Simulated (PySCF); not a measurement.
# pyridazine radical anion (C₄H₄N₂−) (doublet): EPR parameters at several levels of theory

How much do the EPR parameters of pyridazine radical anion (C₄H₄N₂−) (doublet) (`c1ccnnc1`) depend on the level of theory, and what does each level cost?

The runs use PySCF 2.14.0, with density-fitted response routines of our own; the level of theory stands in each step. All values are computed, except where a source is named. Atoms count from 0, in the outputs and in this text.

## 1. The starting structure

10 atoms, charge -1, multiplicity 2; geometry from: GFN2-xTB.

Bonds of the start (Å): C0–C1 1.44, C1–C2 1.38, C2–N3 1.32, N3–N4 1.40, N4–C5 1.32, C5–C0 1.38, C0–H6 1.09, C1–H7 1.09, C2–H8 1.10, C5–H9 1.10.

## 2. Relaxing the molecule at PBE0-D3(BJ)/def2-SVP

The job: settings as JSON, then the geometry in Å.

```
{"job": {"xc": "PBE0", "basis": "def2-SVP", "d3": "d3bj", "grid": 1, "kind": "geom"}, "charge": -1, "multiplicity": 2}
C      0.705860     0.823390     0.055960
C     -0.736140     0.793910     0.039900
C     -1.305590    -0.454650    -0.051350
N     -0.663760    -1.609870    -0.126690
N      0.734700    -1.581940    -0.103110
C      1.327310    -0.401400    -0.016020
H      1.255860     1.757630     0.123250
H     -1.325700     1.703820     0.103430
H     -2.396130    -0.559900    -0.068930
H      2.421370    -0.461690    -0.001490
```

The log of the run:

```text
step   0  E = -263.77443237  max force = 0.010214
step   1  E = -263.77513869  max force = 0.006356
step   2  E = -263.77508725  max force = 0.007632
step   3  E = -263.77536917  max force = 0.000650
step   4  E = -263.77537286  max force = 0.000232
optimisation converged
```

It took 25 s on 1 thread, shared host.

Relaxation path: (the energy doesn't fall at every step)

| step | energy from step 0 (eV) | largest force component (eV/Å) |
| --- | --- | --- |
| 0 | 0.0000 | 0.5252 |
| 1 | -0.0192 | 0.3268 |
| 2 | -0.0178 | 0.3925 |
| 3 | -0.0255 | 0.0334 |
| 4 | -0.0256 | 0.0119 |

Distances of close pairs at the start and the end, largest changes first:

| bond | before (Å) | after (Å) | change (Å) |
| --- | --- | --- | --- |
| C0–C5 | 1.375 | 1.391 | +0.015 |
| C1–C2 | 1.375 | 1.390 | +0.015 |
| C2–H8 | 1.096 | 1.104 | +0.009 |
| C5–H9 | 1.096 | 1.104 | +0.008 |
| C2–N3 | 1.324 | 1.332 | +0.008 |
| N4–C5 | 1.324 | 1.332 | +0.008 |
| C1–H7 | 1.086 | 1.094 | +0.008 |
| C0–H6 | 1.086 | 1.094 | +0.008 |

The end geometry stands in the next job.

| at the end point | value |
| --- | --- |
| point group (found at 0.08 Å tolerance) | C2v |
| rotational constants (GHz, main isotopes) | 6.087, 5.844, 2.981 |
| ⟨S²⟩ | 0.768 |

## 3. g tensor and hyperfine couplings: B3LYP/IGLO-III+pcH-1

The job: settings as JSON, then the geometry in Å.

```
{"job": {"kind": "epr"}, "charge": -1, "multiplicity": 2}
C      0.706462     0.835496     0.060681
C     -0.737365     0.805904     0.042212
C     -1.304301    -0.460344    -0.050959
N     -0.662570    -1.625278    -0.124427
N      0.734302    -1.596963    -0.105669
C      1.326050    -0.406907    -0.017301
H      1.286270     1.760474     0.129074
H     -1.355800     1.706308     0.098995
H     -2.404436    -0.553688    -0.069888
H      2.429168    -0.455703    -0.007767
```

Level: UKS B3LYP, IGLO-III on C N, pcH-1 on H, non-relativistic, mean-field spin-orbit, GIAO.

The log of the run:

```text
UKS, coarse grid
  cycle   1  E = -264.30025175  |g| = 3.60e-01
  cycle   2  E = -264.22005276  |g| = 5.54e-01
  cycle   3  E = -264.37664230  |g| = 1.30e-01
  cycle   4  E = -264.38157973  |g| = 7.70e-02
  cycle   5  E = -264.38460821  |g| = 1.14e-02
  cycle   6  E = -264.38468983  |g| = 5.44e-03
  cycle   7  E = -264.38470844  |g| = 2.39e-03
  cycle   8  E = -264.38471453  |g| = 3.43e-04
UKS, final grid
  cycle   1  E = -264.38469407  |g| = 3.64e-04
  cycle   2  E = -264.38469381  |g| = 8.35e-04
  cycle   3  E = -264.38469416  |g| = 6.50e-05
  cycle   4  E = -264.38469417  |g| = 3.95e-05
  cycle   5  E = -264.38469417  |g| = 2.42e-05
E = -264.38469417 Eh   <S^2> = 0.7634 (exact 0.7500)
g shifts (ppm)      1          2          3
  rmc          -198       -198       -198
  gc            -24         40         38
  oz_so          -5       1990       2087
  total        -227       1832       1927
hyperfine (MHz)  atom isotope    a_iso     a_fc   dipolar eigenvalues
    0   13C      17.06      17.06    -24.17    -22.95     47.12
    1   13C      17.03      17.03    -24.15    -22.94     47.09
    2   13C     -23.46     -23.46    -13.19      4.26      8.92
    3   14N      14.23      14.23    -15.87    -15.35     31.22
    4   14N      14.22      14.22    -15.85    -15.34     31.19
    5   13C     -23.46     -23.46    -13.19      4.26      8.93
    6    1H     -22.26     -22.26    -13.23      0.86     12.37
    7    1H     -22.24     -22.24    -13.22      0.85     12.37
    8    1H       2.28       2.28     -3.85      1.05      2.80
    9    1H       2.29       2.29     -3.85      1.05      2.80
```

It took 33 s on 1 thread, shared host.

Principal g values 2.00209, 2.00415, 2.00425; g(iso) = 2.00350, against 2.00232 for a free electron.

Hyperfine couplings; where a row names several nuclei, a(iso) is their mean (it holds for fast rotation or exchange) and the dipolar term the largest among them:

| nuclei | isotope | a(iso) (MHz) | a(iso) (G, at g = 2.0023) | largest dipolar term (MHz) | measured (MHz) |
| --- | --- | --- | --- | --- | --- |
| C2, C5 | 13C | -23.5 | -8.4 | -13.2 | – |
| H6, H7 | 1H | -22.2 | -7.9 | -13.2 | -18.1 |
| C0, C1 | 13C | 17.0 | 6.1 | 47.1 | – |
| N3, N4 | 14N | 14.2 | 5.1 | 31.2 | 16.5 |
| H8, H9 | 1H | 2.3 | 0.8 | -3.9 | 0.4 |

Measured: solution or matrix (EPR); Pople, Beveridge, Approximate Molecular Orbital Theory, McGraw-Hill 1970 (compilation of measured values). Many experiments give no sign.

Mulliken spin populations:

| atom | value (e) |
| --- | --- |
| C0 | 0.33 |
| C1 | 0.33 |
| C2 | -0.13 |
| N3 | 0.32 |
| N4 | 0.32 |
| C5 | -0.13 |
| H6 | -0.03 |
| H7 | -0.03 |
| H8 | 0.00 |
| H9 | 0.00 |

In first order the couplings over 0.8 MHz of 1H, 14N give 45 distinct lines over 37.8 G, if the averaged nuclei exchange fast.

## 4. g tensor and hyperfine couplings: PBE/IGLO-III+pcH-1

Same as in step 3 but for these lines:

```diff
@@ -1,2 +1,2 @@
-{"job": {"kind": "epr"}, "charge": -1, "multiplicity": 2}
+{"job": {"kind": "epr", "xc": "PBE"}, "charge": -1, "multiplicity": 2}
 C      0.706462     0.835496     0.060681
```

Level: UKS PBE, IGLO-III on C N, pcH-1 on H, non-relativistic, mean-field spin-orbit, GIAO.

The log of the run:

```text
UKS, coarse grid
  cycle   1  E = -263.95448706  |g| = 4.16e-01
  cycle   2  E = -263.46605952  |g| = 9.45e-01
  cycle   3  E = -264.03568064  |g| = 2.49e-01
  cycle   4  E = -264.05431567  |g| = 1.48e-01
  cycle   5  E = -264.06510741  |g| = 3.94e-02
  cycle   6  E = -264.06583174  |g| = 1.95e-02
  cycle   7  E = -264.06601519  |g| = 2.53e-03
  cycle   8  E = -264.06601928  |g| = 5.54e-04
UKS, final grid
  cycle   1  E = -264.06599931  |g| = 8.32e-04
  cycle   2  E = -264.06599594  |g| = 2.67e-03
  cycle   3  E = -264.06599966  |g| = 2.69e-04
  cycle   4  E = -264.06599970  |g| = 5.54e-05
  cycle   5  E = -264.06599970  |g| = 2.55e-05
E = -264.06599970 Eh   <S^2> = 0.7554 (exact 0.7500)
g shifts (ppm)      1          2          3
  rmc          -188       -188       -188
  gc            -18         41         37
  oz_so         -51       1841       1976
  total        -257       1694       1826
hyperfine (MHz)  atom isotope    a_iso     a_fc   dipolar eigenvalues
    0   13C      10.35      10.35    -23.45    -22.38     45.83
    1   13C      10.33      10.33    -23.43    -22.37     45.80
    2   13C     -18.08     -18.08     -8.71      2.15      6.57
    3   14N       8.38       8.38    -14.32    -13.94     28.26
    4   14N       8.37       8.37    -14.31    -13.93     28.24
    5   13C     -18.08     -18.08     -8.72      2.15      6.57
    6    1H     -20.52     -20.52    -12.87      1.33     11.54
    7    1H     -20.51     -20.51    -12.86      1.33     11.54
    8    1H       0.39       0.39     -3.65      1.38      2.26
    9    1H       0.39       0.39     -3.65      1.38      2.26
```

Wall time 17 s (1 thread, shared host).

Key values: g(iso) 2.00341.

## 5. EPR parameters: PBE0/IGLO-III+pcH-1

Same as in step 4 but for these lines:

```diff
@@ -1,2 +1,2 @@
-{"job": {"kind": "epr", "xc": "PBE"}, "charge": -1, "multiplicity": 2}
+{"job": {"kind": "epr", "xc": "PBE0"}, "charge": -1, "multiplicity": 2}
 C      0.706462     0.835496     0.060681
```

Method: UKS PBE0, IGLO-III on C N, pcH-1 on H, non-relativistic, mean-field spin-orbit, GIAO.

The log of the run:

```text
UKS, coarse grid
  cycle   1  E = -263.99511257  |g| = 3.30e-01
  cycle   2  E = -263.96053249  |g| = 4.48e-01
  cycle   3  E = -264.06193380  |g| = 1.08e-01
  cycle   4  E = -264.06517652  |g| = 6.60e-02
  cycle   5  E = -264.06741361  |g| = 1.03e-02
  cycle   6  E = -264.06749891  |g| = 4.90e-03
  cycle   7  E = -264.06751871  |g| = 2.73e-03
  cycle   8  E = -264.06752702  |g| = 3.90e-04
UKS, final grid
  cycle   1  E = -264.06751525  |g| = 3.28e-04
  cycle   2  E = -264.06751517  |g| = 5.80e-04
  cycle   3  E = -264.06751534  |g| = 1.10e-04
  cycle   4  E = -264.06751535  |g| = 5.77e-05
  cycle   5  E = -264.06751535  |g| = 1.61e-05
E = -264.06751535 Eh   <S^2> = 0.7669 (exact 0.7500)
g shifts (ppm)      1          2          3
  rmc          -196       -196       -196
  gc            -26         40         37
  oz_so           4       1977       2077
  total        -218       1821       1919
hyperfine (MHz)  atom isotope    a_iso     a_fc   dipolar eigenvalues
    0   13C      16.94      16.94    -24.09    -22.90     46.99
    1   13C      16.91      16.91    -24.08    -22.89     46.97
    2   13C     -25.87     -25.87    -14.77      5.00      9.78
    3   14N      14.09      14.09    -15.96    -15.29     31.25
    4   14N      14.07      14.07    -15.94    -15.28     31.22
    5   13C     -25.87     -25.87    -14.77      5.00      9.78
    6    1H     -24.56     -24.56    -13.46      1.25     12.21
    7    1H     -24.54     -24.54    -13.45      1.25     12.21
    8    1H       3.21       3.21     -3.88      0.66      3.23
    9    1H       3.21       3.21     -3.88      0.66      3.23
```

Wall time 33 s (1 thread, shared host).

This run: g(iso) 2.00349.

## 6. EPR parameters: BHandHLYP/IGLO-III+pcH-1

Same as in step 5 but for these lines:

```diff
@@ -1,2 +1,2 @@
-{"job": {"kind": "epr", "xc": "PBE0"}, "charge": -1, "multiplicity": 2}
+{"job": {"kind": "epr", "xc": "BHandHLYP"}, "charge": -1, "multiplicity": 2}
 C      0.706462     0.835496     0.060681
```

Method: UKS BHandHLYP, IGLO-III on C N, pcH-1 on H, non-relativistic, mean-field spin-orbit, GIAO.

The log of the run:

```text
UKS, coarse grid
  cycle   1  E = -264.14023186  |g| = 3.08e-01
  cycle   2  E = -264.15601563  |g| = 3.16e-01
  cycle   3  E = -264.20214098  |g| = 8.45e-02
  cycle   4  E = -264.20505204  |g| = 4.16e-02
  cycle   5  E = -264.20606211  |g| = 1.12e-02
  cycle   6  E = -264.20624708  |g| = 5.01e-03
  cycle   7  E = -264.20630552  |g| = 3.11e-03
  cycle   8  E = -264.20631780  |g| = 6.95e-04
  cycle   9  E = -264.20631881  |g| = 2.74e-04
UKS, final grid
  cycle   1  E = -264.20630606  |g| = 2.46e-04
  cycle   2  E = -264.20630607  |g| = 3.70e-04
  cycle   3  E = -264.20630614  |g| = 7.34e-05
  cycle   4  E = -264.20630617  |g| = 3.98e-05
  cycle   5  E = -264.20630617  |g| = 1.19e-05
E = -264.20630617 Eh   <S^2> = 0.7854 (exact 0.7500)
g shifts (ppm)      1          2          3
  rmc          -210       -210       -210
  gc            -32         40         39
  oz_so          41       2145       2212
  total        -201       1975       2041
hyperfine (MHz)  atom isotope    a_iso     a_fc   dipolar eigenvalues
    0   13C      27.51      27.51    -24.87    -23.43     48.30
    1   13C      27.48      27.48    -24.86    -23.42     48.28
    2   13C     -36.05     -36.05    -20.47      7.69     12.78
    3   14N      23.48      23.48    -18.13    -17.13     35.26
    4   14N      23.45      23.45    -18.11    -17.11     35.22
    5   13C     -36.04     -36.04    -20.47      7.68     12.78
    6    1H     -27.75     -27.75    -13.91      0.73     13.17
    7    1H     -27.72     -27.72    -13.90      0.73     13.17
    8    1H       6.38       6.38     -4.10     -0.54      4.64
    9    1H       6.38       6.38     -4.10     -0.54      4.64
```

Run time: 34 s. Hardware: 1 thread, shared host.

In short: g(iso) 2.00359.

## 7. EPR parameters: HF/IGLO-III+pcH-1

Same as in step 6 but for these lines:

```diff
@@ -1,2 +1,2 @@
-{"job": {"kind": "epr", "xc": "BHandHLYP"}, "charge": -1, "multiplicity": 2}
+{"job": {"kind": "epr", "xc": "HF"}, "charge": -1, "multiplicity": 2}
 C      0.706462     0.835496     0.060681
```

With the program's defaults for keys left out, this is: UKS HF, IGLO-III on C N, pcH-1 on H, non-relativistic, mean-field spin-orbit, GIAO.

The log of the run:

```text
UKS, final grid
  cycle   1  E = -262.60937479  |g| = 3.52e-01
  cycle   2  E = -262.68044728  |g| = 1.81e-01
  cycle   3  E = -262.69582897  |g| = 8.63e-02
  cycle   4  E = -262.70139693  |g| = 2.77e-02
  cycle   5  E = -262.70289514  |g| = 1.77e-02
  cycle   6  E = -262.70375147  |g| = 1.09e-02
  cycle   7  E = -262.70416740  |g| = 3.09e-03
  cycle   8  E = -262.70419121  |g| = 1.23e-03
  cycle   9  E = -262.70419530  |g| = 5.72e-04
  cycle  10  E = -262.70419658  |g| = 3.48e-04
  cycle  11  E = -262.70419713  |g| = 2.11e-04
  cycle  12  E = -262.70419738  |g| = 1.12e-04
  cycle  13  E = -262.70419744  |g| = 4.70e-05
  cycle  14  E = -262.70419745  |g| = 2.26e-05
  cycle  15  E = -262.70419745  |g| = 1.08e-05
  cycle  16  E = -262.70419745  |g| = 5.93e-06
E = -262.70419745 Eh   <S^2> = 0.8734 (exact 0.7500)
g shifts (ppm)      1          2          3
  rmc          -239       -239       -239
  gc            -50         41         42
  oz_so          79       2291       2423
  total        -211       2093       2226
hyperfine (MHz)  atom isotope    a_iso     a_fc   dipolar eigenvalues
    0   13C      51.26      51.26    -26.76    -24.74     51.50
    1   13C      51.25      51.25    -26.76    -24.74     51.50
    2   13C     -80.62     -80.62    -34.73     14.47     20.26
    3   14N      46.01      46.01    -22.98    -20.28     43.25
    4   14N      45.95      45.95    -22.95    -20.25     43.21
    5   13C     -80.57     -80.57    -34.70     14.45     20.25
    6    1H     -48.13     -48.13    -16.26      0.29     15.97
    7    1H     -48.11     -48.11    -16.26      0.29     15.97
    8    1H      22.89      22.89     -5.47     -4.09      9.57
    9    1H      22.87      22.87     -5.47     -4.09      9.56
```

It took 22 s on 1 thread, shared host.

Key values: g(iso) 2.00369, not to be trusted: the run shows spin contamination.

## 8. g tensor and hyperfine couplings: CAM-B3LYP/IGLO-III+pcH-1

Same as in step 7 but for these lines:

```diff
@@ -1,2 +1,2 @@
-{"job": {"kind": "epr", "xc": "HF"}, "charge": -1, "multiplicity": 2}
+{"job": {"kind": "epr", "xc": "CAM-B3LYP"}, "charge": -1, "multiplicity": 2}
 C      0.706462     0.835496     0.060681
```

Level: UKS CAM-B3LYP, IGLO-III on C N, pcH-1 on H, non-relativistic, mean-field spin-orbit, GIAO.

The log of the run:

```text
UKS, coarse grid
  cycle   1  E = -264.17383191  |g| = 3.31e-01
  cycle   2  E = -264.17526962  |g| = 3.87e-01
  cycle   3  E = -264.24187828  |g| = 8.56e-02
  cycle   4  E = -264.24457030  |g| = 4.23e-02
  cycle   5  E = -264.24552064  |g| = 9.61e-03
  cycle   6  E = -264.24563244  |g| = 4.18e-03
  cycle   7  E = -264.24566081  |g| = 2.56e-03
  cycle   8  E = -264.24566989  |g| = 5.37e-04
UKS, final grid
  cycle   1  E = -264.24565118  |g| = 3.69e-04
  cycle   2  E = -264.24565131  |g| = 3.05e-04
  cycle   3  E = -264.24565138  |g| = 1.25e-04
  cycle   4  E = -264.24565141  |g| = 1.09e-04
  cycle   5  E = -264.24565142  |g| = 2.02e-05
  cycle   6  E = -264.24565143  |g| = 1.00e-05
E = -264.24565143 Eh   <S^2> = 0.7707 (exact 0.7500)
g shifts (ppm)      1          2          3
  rmc          -202       -202       -202
  gc            -27         39         39
  oz_so          24       2085       2153
  total        -205       1922       1990
hyperfine (MHz)  atom isotope    a_iso     a_fc   dipolar eigenvalues
    0   13C      17.24      17.24    -25.04    -23.76     48.79
    1   13C      17.21      17.21    -25.02    -23.75     48.77
    2   13C     -25.79     -25.79    -16.56      5.86     10.70
    3   14N      14.66      14.66    -16.58    -15.98     32.55
    4   14N      14.64      14.64    -16.56    -15.96     32.52
    5   13C     -25.79     -25.79    -16.56      5.86     10.70
    6    1H     -23.52     -23.52    -13.61      0.74     12.87
    7    1H     -23.49     -23.49    -13.60      0.74     12.87
    8    1H       3.53       3.53     -3.94      0.43      3.51
    9    1H       3.53       3.53     -3.94      0.43      3.51
```

It took 43 s on 1 thread, shared host.

In short: g(iso) 2.00355.

## 9. Run by run: EPR parameters

g, ⟨S²⟩ and isotropic hyperfine couplings (MHz), with basis size and wall time; * marks a run flagged for spin contamination, instability or a large g shift:

| run | g(iso) | ⟨S²⟩ | 13C C2 (mean) | 1H H6 (mean) | 13C C0 (mean) | 14N N3 (mean) | 1H H8 (mean) | functions | time |
| --- | --- | --- | --- | --- | --- | --- | --- | --- | --- |
| B3LYP/IGLO-III+pcH-1 | 2.00350 | 0.763 | -23.5 | -22.2 | 17.0 | 14.2 | 2.3 | 250 | 33 s |
| PBE/IGLO-III+pcH-1 | 2.00341 | 0.755 | -18.1 | -20.5 | 10.3 | 8.4 | 0.4 | 250 | 17 s |
| PBE0/IGLO-III+pcH-1 | 2.00349 | 0.767 | -25.9 | -24.6 | 16.9 | 14.1 | 3.2 | 250 | 33 s |
| BHandHLYP/IGLO-III+pcH-1 | 2.00359 | 0.785 | -36.0 | -27.7 | 27.5 | 23.5 | 6.4 | 250 | 34 s |
| HF/IGLO-III+pcH-1* | 2.00369 | 0.873 | -80.6 | -48.1 | 51.3 | 46.0 | 22.9 | 250 | 22 s |
| CAM-B3LYP/IGLO-III+pcH-1 | 2.00355 | 0.771 | -25.8 | -23.5 | 17.2 | 14.7 | 3.5 | 250 | 43 s |
| measured | – | – | – | -18.1 | – | 16.5 | 0.4 | – | – |

Measured: solution or matrix (EPR); Pople, Beveridge, Approximate Molecular Orbital Theory, McGraw-Hill 1970 (compilation of measured values).

## 10. Results

| quantity | value |
| --- | --- |
| point group | C2v |
| rotational constants (main isotopes) | 6.09, 5.84, 2.98 GHz |
| g(iso) (B3LYP) | 2.00350 |
| ⟨S²⟩ | 0.763 (exact 0.75) |
| largest a(iso) (averaged by class) | 13C on C2, C5, -23.5 MHz |
| property runs in this session | 6, of which 0 failed and 1 gave unsound results |

**Reading.** Single values in the summary come from the first run of each kind that ended normally (B3LYP/IGLO-III+pcH-1), which need not be the best level. Relaxing lowered the energy by 0.026 eV in 4 steps; the close pair that moved most is C0–C5, from 1.375 to 1.391 Å. No frequency check was run at this level, so the end point may be a saddle. The largest spin populations lie on C0 (0.33 e), C1 (0.33 e), N3 (0.32 e), N4 (0.32 e). The isotropic g lies 1.2 ppt above the free-electron value. In size, the 3 measured couplings are missed by 2.8 MHz on average; matrix, vibration and temperature are not in the model. The coupling of 13C on C2 runs from -36.0 (BHandHLYP/IGLO-III+pcH-1) to -18.1 MHz (PBE/IGLO-III+pcH-1), the starred runs left aside. For the 3 measured hyperfine couplings, B3LYP/IGLO-III+pcH-1 misses least (2.8 MHz, 33 s) and BHandHLYP/IGLO-III+pcH-1 most (7.5 MHz, 34 s); the quickest, PBE/IGLO-III+pcH-1, misses by 3.5 MHz in 17 s. One molecule ranks no method: errors cancel, and vibration and temperature are missing from all runs.
